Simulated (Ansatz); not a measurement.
Geometry optimisation, RKS BHLYP-D4/cc-pVDZ (Ansatz 0.2.0).

Input file:

```yaml
crystal:
  periodic: [false, false, false]
  atoms:
    - { symbol: H, position_ang: [0.569956, 0.230806, 1.28297] }
    - { symbol: C, position_ang: [0.672793, -0.543132, 0.533969] }
    - { symbol: C, position_ang: [-0.348968, -0.301417, -0.53983] }
    - { symbol: S, position_ang: [-1.087278, -1.789946, -1.195303] }
    - { symbol: O, position_ang: [-0.640028, 0.78657, -0.955315] }
    - { symbol: H, position_ang: [0.041093, 2.336224, 0.541958] }
    - { symbol: F, position_ang: [0.384807, 2.402435, 1.377779] }
    - { symbol: H, position_ang: [0.593379, -1.539314, 0.970438] }
    - { symbol: H, position_ang: [1.664422, -0.43722, 0.079806] }
    - { symbol: H, position_ang: [-1.850177, -1.145005, -2.096473] }
basis:
  gaussian: { orbitals: cc-pVDZ }
hamiltonian:
  xc: { name: BHLYP }
  dispersion: d4
relax:
  f_tol: 0.03
  max_steps: 50
```

Launched with:

```bash
$ ansatz run input.yaml --threads 2 --pin off --max-ram 3072MiB --backend cpu --events-out ev --progress --plain --runs-dir out
```

Task: Where does it end, and by what steps?

Result: The run converged. The force dipped under the threshold on the way, but the program's further checks kept it going. After 19 steps the energy has fallen by 0.165 eV; H9 moved furthest, 0.45 Å.

```csv
step,energy less start (eV),largest force component (eV/Å),accepted
0,0.0000,0.968,yes
1,-0.0853,0.903,yes
2,-0.1404,0.372,yes
3,-0.1392,0.467,no
4,-0.1503,0.205,yes
5,-0.1551,0.077,yes
6,-0.1560,0.061,yes
7,-0.1576,0.117,yes
8,-0.1590,0.151,yes
9,-0.1604,0.108,yes
10,-0.1624,0.086,yes
11,-0.1640,0.020,yes
12,-0.1615,0.245,no
13,-0.1643,0.077,yes
14,-0.1641,0.115,no
15,-0.1649,0.023,yes
16,-0.1651,0.030,yes
17,-0.1652,0.030,yes
18,-0.1654,0.030,yes
19,-0.1655,0.027,yes
```

```xyz
10
Properties=species:S:1:pos:R:3
H 0.956 0.331 1.144
C 0.744 -0.564 0.559
C -0.340 -0.253 -0.430
S -0.867 -1.644 -1.409
O -0.829 0.837 -0.580
H -0.222 2.026 0.466
F 0.256 2.475 1.131
H 0.431 -1.386 1.209
H 1.641 -0.886 0.021
H -1.770 -0.936 -2.112
```

Whether the end is a true minimum wasn't checked by a vibrational analysis.

Run time: 31 s on 2 threads of Intel(R) Xeon(R) 6975P-C (Granite Rapids), on a shared host, peak memory 0.25 GiB.
